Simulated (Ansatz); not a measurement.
I need a composite energy at a relaxed geometry of H4NSSi, SMILES N[SiH2][S]. Use Ansatz 0.2.0, Python API. Settings (for the species named): PBE0, def2-SVP basis, multiplicity 2.

```xyz
7

N    -0.6618   -0.0032   -0.8593
Si    0.6458   -0.0011    0.1456
S    -0.3082   -0.1752    2.0202
H    -1.2166    0.8121   -0.5265
H    -1.2402   -0.8042   -0.6681
H     1.3700    1.3003    0.0176
H     1.4722   -1.1967   -0.1752
```

The script, `composite_h4nssi.py`:
```python
"""A composite energy for H4NSSi: DFT geometry, MP2 basis limit, coupled-cluster correction."""

import itertools

import ansatz as az
from ase import Atoms
from ase.data import atomic_numbers, covalent_radii
import numpy as np


def main() -> None:
    atoms = Atoms(["N", "Si", "S", "H", "H", "H", "H"], positions=[
        (-0.6618, -0.0032, -0.8593),
        (0.6458, -0.0011, 0.1456),
        (-0.3082, -0.1752, 2.0202),
        (-1.2166, 0.8121, -0.5265),
        (-1.2402, -0.8042, -0.6681),
        (1.37, 1.3003, 0.0176),
        (1.4722, -1.1967, -0.1752),
    ])
    system = az.Crystal.molecule_from_ase(atoms)

    model = (
        system.calculation()
        .basis(gaussian="def2-SVP")
        .functional("PBE0")
        .spin("collinear", total=1)
    )
    symbols = [site.symbol for site in system.cartesian_sites]
    start = np.array([site.position_ang for site in system.cartesian_sites], dtype=float)
    data = model.relax(force_tolerance=0.01).run(threads=1).report
    end = np.array(data["positions_ang"])
    # pairs closer than 1.2 times the sum of covalent radii, before or after
    radius = [covalent_radii[atomic_numbers[s]] for s in symbols]
    span = lambda where, i, j: np.linalg.norm(where[i] - where[j])
    bonded = [(i, j) for i, j in itertools.combinations(range(len(symbols)), 2) if min(span(start, i, j), span(end, i, j)) < 1.2 * (radius[i] + radius[j])]
    print("pair        before    after (A)")
    for i, j in bonded:
        print(f"{symbols[i]}{i}-{symbols[j]}{j}".ljust(10), f"{span(start, i, j):8.4f} {span(end, i, j):8.4f}")

    minimum = az.Crystal.molecule()
    for symbol, place in zip(symbols, end):
        minimum = minimum.atom(symbol, place.tolist())
    at_minimum = minimum.calculation().spin("collinear", total=1)
    # MP2 extrapolated to the basis limit, plus the small-basis difference CCSD(T) - MP2
    level = lambda method, basis: at_minimum.basis(gaussian=basis).correlation(method).run(threads=1).report
    small, large, cluster = level("mp2", "cc-pVDZ"), level("mp2", "cc-pVTZ"), level("ccsd_t", "cc-pVDZ")
    corr = lambda each: (each["free_energy_ev"] - each["reference_energy_ev"]) / 27.211386246
    mp2_limit = (27 * corr(large) - 8 * corr(small)) / 19
    pieces = {"HF / cc-pVTZ": large["reference_energy_ev"] / 27.211386246, "MP2 correlation, DZ-TZ limit": mp2_limit, "CCSD(T) - MP2 / cc-pVDZ": corr(cluster) - corr(small)}
    for name, value in pieces.items():
        print(f"{name:32s} {value:14.6f} Ha")
    print(f"{'sum':32s} {sum(pieces.values()):14.6f} Ha")
    print("T1 diagnostic", round(cluster["correlation"]["coupled_cluster"]["t1_diagnostic"], 4))


if __name__ == "__main__":
    main()
```

Running `python composite_h4nssi.py` prints:
```text
pair        before    after (A)
N0-Si1       1.6491   1.7373
N0-H3        1.0408   1.0154
N0-H4        1.0063   1.0154
Si1-S2       2.1106   2.1319
Si1-H5       1.4948   1.4910
Si1-H6       1.4884   1.4910
HF / cc-pVTZ                        -743.329424 Ha
MP2 correlation, DZ-TZ limit          -0.527364 Ha
CCSD(T) - MP2 / cc-pVDZ               -0.054995 Ha
sum                                 -743.911783 Ha
T1 diagnostic 0.0175
```

Reading the output:
- Total energies depend on the basis set; only differences at equal settings carry meaning.
- The sum leaves out core correlation, relativity, the Hartree-Fock basis error and zero-point energy; a DZ-TZ extrapolation is rough.
- The species is open-shell (spin multiplicity 2).
- Inner cores stay frozen, so this is valence correlation.
- For Al to Cl the sets with a tight d function, cc-pV(X+d)Z, are usual.
- An extrapolation from small basis sets is rough.
- Wall time of the script: 96 s on 1 thread of Arm Neoverse V1, with other jobs on the host, peak memory 0.39 GiB.

(A comment or docstring line of the script was reworded after the run, the code is as it ran.)
